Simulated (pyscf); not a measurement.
`[OH2]` + `[OH][Ga]([F])[F]` -> `[OH][Ga]([F])[F]` + `[OH2]` (four-centre exchange; singlet surface; H–O, Ga–O broken, Ga–O, H–O formed). Structures and frequencies: ωB97X-D3(BJ)/def2-SVP in PySCF. Energies in eV from the separated reactants.

```tsv
level	barrier	reaction energy
ωB97X-D3(BJ)/def2-TZVP	-0.59	0.00
r²SCAN/def2-TZVP	-0.70	0.00
B3LYP-D3(BJ)/def2-TZVP	-0.54	0.00
M06-2X/def2-TZVP	-0.75	0.00
ωB97M-D3(BJ)/def2-TZVP	-0.54	0.00
HF/def2-TZVP	-0.15	0.00
```

On the reactant side the descent ends in an adduct with a Ga–O contact, 1.09 eV under the separated species and 0.50 eV under the saddle at ωB97X-D3(BJ)/def2-TZVP. On the product side the descent ends in an adduct with a Ga–O contact, 1.09 eV under the separated species and 0.50 eV under the saddle at ωB97X-D3(BJ)/def2-TZVP. At ωB97X-D3(BJ)/def2-TZVP, r²SCAN, B3LYP-D3(BJ), M06-2X, ωB97M-D3(BJ)/def2-TZVP, HF the saddle lies under the separated reactants, which points to a path from their complex (located at ωB97X-D3(BJ) alone). At ωB97X-D3(BJ)/def2-TZVP, r²SCAN, B3LYP-D3(BJ), M06-2X, ωB97M-D3(BJ)/def2-TZVP, HF the saddle lies under the separated products, which points to a path from their complex (located at ωB97X-D3(BJ) alone). What is counted as formed (Ga–O) is already present as a longer contact in the reactant adduct; forming that adduct is a step of its own. What is counted as broken (Ga–O) persists as a longer contact in the product adduct; parting that adduct is a step of its own. This is the saddle that the search found; another between the same sides may lie lower. Elements up to Kr have no core potential and no relativistic terms here.
